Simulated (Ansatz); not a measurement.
# CHS+ (SMILES [CH+]=S): single points off equilibrium

An exercise on one series of results from a longer session: the logs are not shown, and one member is left open.

Computed with Ansatz 0.2.0, Gaussian basis. Level: single points in def2-TZVPP.

Correlated methods freeze the cores. B3LYP uses VWN-RPA correlation.

### Where the work starts

SMILES `[CH+]=S`, 3 atoms, charge 1, spin multiplicity 1.

Atoms are counted from 1 here; the program's logs count them from 0.

Bond lengths: C1–S2 1.436 Å, C1–H3 1.070 Å. Angles: S2–C1–H3 176.5°.

Coordinates:

```
C    -0.1567    0.0677   -0.0626
S     1.1048   -0.2185    0.5606
H    -1.0925    0.2226   -0.5579
```

Set-up of the first run:

File run/in.yaml:

```yaml
crystal:
  periodic: [false, false, false]
  atoms:
    - {symbol: C, position_ang: [-0.156700, 0.067700, -0.062600]}
    - {symbol: S, position_ang: [1.104800, -0.218500, 0.560600]}
    - {symbol: H, position_ang: [-1.092500, 0.222600, -0.557900]}
basis:
  gaussian: {orbitals: def2-TZVPP}
total_charge: 1
correlation: {method: ccsd_t}
output: {forces: true}
```

The command line of these runs was not kept.

Among the steps run: CCSD(T)/def2-TZVPP; PBE0-D4/def2-TZVPP; wB97M-V/def2-TZVPP; r2SCAN-D4/def2-TZVPP; PBE-D4/def2-TZVPP; B97M-V/def2-TZVPP; B3LYP-D4/def2-TZVPP.

One of the session's tables, all rows but one given; the rest of the session is left out.

| method | RMS force component (eV/Å) | angle to CCSD(T) forces (°) |
| --- | --- | --- |
| CCSD(T) | 1.743 | reference |
| PBE0-D4 | ? | ? |
| wB97M-V | 1.064 | 4.0 |
| r2SCAN-D4 | 1.370 | 2.5 |
| PBE-D4 | 1.660 | 4.6 |
| B97M-V | 1.280 | 2.8 |
| B3LYP-D4 | 1.288 | 2.2 |

Q: Estimate the row for PBE0-D4 from the others.

As computed: RMS force component (eV/Å): 1.189; angle to CCSD(T) forces (°): 4.5. In the column «RMS force component (eV/Å)» it lies between wB97M-V (1.064) and B97M-V (1.280).
